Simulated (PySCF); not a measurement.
C2H3, multiplicity 2. Atoms are numbered in the order given.

```xyz
5

C      0.1434     0.7043     0.0000
C     -0.0298    -0.5856     0.0000
H     -0.4608     1.5994     0.0000
H     -1.0274    -1.0310     0.0000
H      0.8063    -1.2809     0.0000
```
Charge 0, spin multiplicity 2.

The structure is a stationary point at PBE0-D3(BJ)/def2-TZVP. The isomer is the one that the SMILES or the coordinates give; other isomers of the formula were not compared.

These are PBE0/def2-TZVPD run with PySCF values and carry that method's errors.

Mulliken values depend strongly on the basis, most of all with diffuse functions as here. ESP charges are fitted to the potential on shells at 1.4 to 2.0 van der Waals radii. Atomic charges (e):

| atom | meta-Löwdin | ESP fit | Mulliken spin |
|---|---|---|---|
| C1 | -0.14 | (withheld) | 1.01 |
| C2 | -0.27 | (withheld) | -0.16 |
| H3 | 0.14 | (withheld) | 0.03 |
| H4 | 0.13 | (withheld) | 0.08 |
| H5 | 0.14 | (withheld) | 0.04 |

Fill in the missing entries. (An estimate is asked for; the answer gives what the named calculation found.)


- C1, ESP fit: -0.18
- C2, ESP fit: -0.43
- H3, ESP fit: 0.20
- H4, ESP fit: 0.20
- H5, ESP fit: 0.22
